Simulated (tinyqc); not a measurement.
Starting guesses with plain Roothaan steps: SCF starting guesses in the sto-6g basis, for H2O, spin multiplicity 1. Computed by the program tinyqc with PySCF. RHF with one setting changed at a time; a run stops when the energy changes by less than 1e-09 hartree and the error matrix is below 1e-5. Starts: the lowest orbitals of the core Hamiltonian, of the Wolfsberg-Helmholz matrix (K = 1.75), projected atomic densities, random orbitals, and the highest orbitals of the core Hamiltonian (a deliberately bad start).

Geometry (angstrom):
```
atom       x        y       z
O     0.0000   0.0000  0.0000
H     0.0000   0.7470  0.5930
H     0.0000  -0.7470  0.5930
```

lowest restricted solution found by these runs and by PySCF = -75.678561 hartree

Largest element of the error matrix X^T (FDS - SDF) X:
```
iteration     core  Wolfsberg-Helmholz  atomic densities   random  highest core orbitals
1          6.8e-01             4.2e-01           1.3e+00  1.7e+01                4.1e-01
2          9.9e-02             1.1e-01           1.9e-01  6.1e-01                7.1e-01
3          2.3e-02             3.7e-02           2.2e-02  8.4e-02                6.6e-02
4          7.9e-03             1.3e-02           3.2e-03  2.3e-02                8.7e-03
5          3.0e-03             4.7e-03           9.3e-04  7.4e-03                3.3e-03
6          1.2e-03             1.8e-03           2.1e-04  3.5e-03                1.3e-03
8          2.1e-04             3.1e-04           1.3e-05  8.0e-04                2.2e-04
10         3.8e-05             5.6e-05                 -  1.8e-04                4.1e-05
14               -                   -                 -  9.6e-06                      -
```

How each run ends:
```
run                    iterations  E (hartree)         state
core                           12    -75.67856  lowest found
Wolfsberg-Helmholz             13    -75.67856  lowest found
atomic densities                9    -75.67856  lowest found
random                         15    -75.67856  lowest found
highest core orbitals          12    -75.67856  lowest found
```

What does the comparison show, and why?

5 of 5 runs reach the lowest restricted solution found, in 9 to 15 iterations (fastest: atomic densities). The first errors are 7e-01, 4e-01, 1e+00, 2e+01, 4e-01; the deliberately bad start has the smallest one, so a small first error does not mark a good start.
